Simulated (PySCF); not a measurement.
Orbital energies and ionisation energy

Compound: vinylsilane, C2H6Si.
Numbering: `[CH2:1]=[CH:2][SiH3:3]` (hydrogens: H4, H5 on C1; H6 on C2; H7, H8, H9 on Si3)

Cartesian coordinates in Å at the PBE0-D3(BJ)/def2-SVP level; atoms count from 1:
```xyz
9
C2H6Si angstrom
C      1.520   -0.109   -0.285
C      0.506    0.063    0.570
Si    -1.291    0.052    0.052
H      1.353   -0.279   -1.355
H      2.566   -0.091    0.042
H      0.745    0.225    1.629
H     -2.076   -0.919    0.875
H     -1.385   -0.330   -1.390
H     -1.911    1.401    0.239
```

Level: wB97X-D/def2-SVPD (PySCF). Frontier orbitals with their largest atomic shares (Löwdin; up to four atoms above 4 %):

```tsv
orbital	ε (eV)	main atoms
HOMO−3	-11.83	Si3 38 %, H9 23 %, H7 19 %, C2 11 %
HOMO−2	-11.51	Si3 40 %, H8 31 %, H7 13 %, H9 7 %
HOMO−1	-10.93	C2 33 %, Si3 21 %, C1 16 %, H6 8 %
HOMO	-9.85	?
LUMO	1.30	C1 37 %, C2 32 %, Si3 10 %, H5 5 %
LUMO+1	2.16	Si3 47 %, C1 13 %, C2 10 %, H7 7 %
LUMO+2	2.64	Si3 44 %, H8 14 %, H9 11 %, H7 11 %
```

**Question.** What vertical ionisation energy does ΔSCF give, and how far is −ε(HOMO) from it?

**Answer.** ΔSCF: 10.22 eV (986 kJ/mol; threshold wavelength 121 nm); ⟨S²⟩ of the doublet left behind is 0.755, against 0.75 for a pure doublet. −ε(HOMO) is 9.85 eV, 0.37 eV below it. For the exact functional −ε(HOMO) would equal the first vertical ionisation energy; wB97X-D (range-separated hybrid) falls short of its own ΔSCF value by 4 %.

**Question.** On which atoms does the HOMO lie?

**Answer.** C2 (alkene CH carbon) 36 %, C1 (terminal =CH2 carbon) 36 %, Si3 (SiH3 silicon) 9 %, H9 (Si–H hydrogen) 5 %, so no atom holds as much as 40 %. The HOMO−1 lies 1.08 eV lower.

**Question.** What total energies stand behind the ΔSCF value?

**Answer.** E(N) = -369.10387 Eh and E(N − 1) = -368.72816 Eh at the same geometry, 0.37571 Eh apart.

**Question.** What kinetic energy would electrons from this vertical process carry with He I light (21.218 eV)?

**Answer.** 21.22 − 10.22 = 11.00 eV.

**Question.** How many of the 10 lowest singlet excitations (vertical TDDFT, same level) lie below the ionisation energy?

**Answer.** All 10; they run from 6.85 to 8.94 eV.

**Question.** With α = 54.4 au, estimate the like-pair dispersion coefficient by London's formula C6 = (3/4)α²I.

**Answer.** I = 0.3757 Eh, so C6 ≈ 834 au, a rough estimate.

Geometry: PBE0-D3(BJ)/def2-SVP; no solvent, vibrations or thermal averaging.

These values come from a run that also computed excited states and ΔSCF ions. The run took 18 s of wall time on an x86-64 server with one thread, no GPU, on a shared host.

wB97X-D is run here without its empirical dispersion term; that term would change no orbital, density or response property at a fixed geometry.
